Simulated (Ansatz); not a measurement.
We consider tetradymite Bi2Se3, described by PBEsol (Ansatz, a first-principles code, plane waves, PAW).

Numerical settings: plane-wave cutoff 500 eV, 12×12×12 k mesh, Fermi–Dirac smearing 0.05 eV, scalar-relativistic PAW data made under PBE.

Cell (relaxed at this level):

Bi₂Se₃ is modelled in the trigonal space group R-3m, hexagonal axes (No. 166), Pearson symbol hR5. Lattice parameters: a = b = 4.130 Å, c = 28.631 Å, α = β = 90.00°, γ = 120.00°. Bi on 6c has 3 Se at 2.853 Å and 3 Se at 3.058 Å (octahedral). Se1 on 3a has 6 Bi at 3.058 Å (octahedral). Se2 on 6c has 3 Bi at 2.853 Å (trigonal pyramidal). (Neighbours: up to the widest gap in distance over summed covalent radii, below 1.35, at either atom; cation-cation and far metal-metal contacts left out.)
(The calculation used a cell of 5 atoms; values per cell refer to that cell.)

Task: What does this level give for the band gap?

Result: 
- band gap = 0.13 eV (under three smearing widths, so not firm)

Measured, for comparison: band gap 0.3 eV (temperature not stated, no zero-point or thermal correction; as tabulated in Park and Ryu (2016), arXiv:1610.06451).

Note: the cell comes from a level without a dispersion term, which matters for the spacing of layers, chains or molecules.

Spin–orbit coupling is not included; with these elements it can move the gap by several tenths of an eV or more.

Static lattice: no zero-point or thermal effects.
